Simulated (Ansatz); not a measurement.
Relative stability

Two relaxed structures of BHSO, singlet (PBE0-D4/def2-TZVP; forces vanish, vibrations not checked).

A:

```xyz
4
angstrom
O -1.7332 0.4324 0.4286
B -0.6249 0.2683 -0.0143
S 0.9867 0.0604 -0.7042
H 1.3714 -0.7611 0.2899
```

B:

O1  (-0.569, 0.079, 0.234)
B2  (-1.762, 0.576, 0.231)
S3  (0.847, 0.086, -0.656)
H4  (1.484, -0.741, 0.190)
(Å)

Ansatz 0.2.0; basis: def2-TZVPP; cores frozen in the correlated methods. B3LYP uses VWN-RPA correlation.

(1) Which structure is lower at CCSD(T), and by how much? (An estimate is asked for; the value comes from the calculation.)

T1 diagnostic: at most 0.019.

Results:

(1) The calculation gives: A, by 3.908 eV (electronic energy, against the other). By their contacts, A is BHSO ([O][B][SH]) and B is BHSO ([B][O][SH]).

All methods give the same order:

```
   method  E(B) − E(A) (eV)
   PBE-D4             4.000
r2SCAN-D4             4.079
  PBE0-D4             4.006
 B3LYP-D4             3.908
  wB97M-V             3.826
       HF             3.625
      MP2             4.265
     CCSD             3.854
  CCSD(T)             3.908
```

Labels in which every atom is bracketed show which atoms are joined, not bond orders.

For scale, one of the runs: CCSD(T)/def2-TZVPP, 118 basis functions, launched by `ansatz run in.yaml --threads 2 --pin off --events-out ev --progress --plain --max-ram 4352MiB`. Hardware: 2 CPU threads of an Arm Neoverse N1, shared host. Wall time about 7.5 s.
